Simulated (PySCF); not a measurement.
**Calculated NMR data**

Calculated, not measured (PySCF): spin–spin couplings from B3LYP/pcJ-1 (spin–dipole term left out of most H,H and C,H couplings), NMR shieldings at PBE0/pcSseg-1/GIAO, coordinates at the GFN2-xTB level. One computed conformer, no relativistic terms, gas phase, equivalent nuclei averaged.

Referencing at the same level of theory: 1H, 13C vs TMS. Multiplet labels drop J under 1 Hz and among equivalent protons, and merge close values. Unscaled 3J(H,H) run several per cent high. Splittings of carbon signals by F and P are missing where no couplings were computed. Where no couplings were computed, multiplicities follow the n + 1 count of equivalent neighbours, and m marks all less simple cases (inequivalent or close neighbours, rings, F or P nearby). Acid and N–H amide carbonyl carbons lie up to 10 ppm further downfield in solution (hydrogen bonding). Shifts are as computed. Against solution values, carbons near 30 ppm lie about +3 ppm off and those near 130 ppm about +5 ppm. Of 1211 compounds with measured shifts, 218 miss one by over three times the rms of a fit or turn the order of signals round; such compounds aren't used in these exercises. OH and NH positions are gas-phase values without hydrogen bonding to other molecules.

Compound 1 (C5H12FNSi2). 1H NMR (500 MHz, computed): δ 5.90 (m, 1H), 5.20 (m, 2H), 4.98 (s, 3H), 4.46 (m, 1H), 1.65 (m, 1H), 0.91 (m, 2H), 0.37 (m, 2H). 13C{1H} NMR (computed): δ 131.8 (CH), 131.3 (CH), 14.6 (CH), 10.8 (CH2). Structure: SMILES F[SiH2]N([SiH3])/C=C\C1CC1.

Compound 2 (C3H4O4). 1H NMR (500 MHz, computed): δ 6.28 (br s, 2H), 3.45 (s, 2H). 13C{1H} NMR (computed): δ 170.7 (C), 43.5 (CH2). Structure: malonic acid.
